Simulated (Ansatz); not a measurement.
Born–Oppenheimer molecular dynamics of F₂H₂Si (5 atoms, charge 0, multiplicity 1). It starts from a relaxed structure.

These are results of Ansatz 0.2.0, RKS B3LYP-D4/6-31G*, not measurements.

```json
{
  "ensemble": "NVT, Langevin thermostat",
  "time step": "0.5 fs",
  "steps asked": "166",
  "set temperature": "1000 K",
  "friction": "0.001 /fs",
  "seed": "930484"
}
```

First frame:

```xyz
5
Properties=species:S:1:pos:R:3
Si 0.009 0.015 -0.012
F -0.001 -0.002 1.589
H 1.411 -0.029 -0.480
H -0.730 1.207 -0.481
F -0.749 -1.298 -0.528
```

Task: How far do the bonds stretch over the last three quarters of this one trajectory? (Pairs bonded in most of those frames.)

Result: 
```tsv
bond	mean (Å)	spread (Å)	shortest	longest
Si1–F2	1.603	0.038	1.55	1.67
Si1–H3	1.482	0.021	1.45	1.52
Si1–H4	1.480	0.013	1.46	1.51
Si1–F5	1.603	0.035	1.55	1.66
```

Mean temperature of the second half: 637 K. The mean temperature of the second half is 36 % below the set value. A run of 0.083 ps of so small a system gives no equilibrium averages.

The run took 3.2 min on 1 thread of AMD EPYC 7B13 (Zen 3) (shared host), peak memory 0.11 GiB.
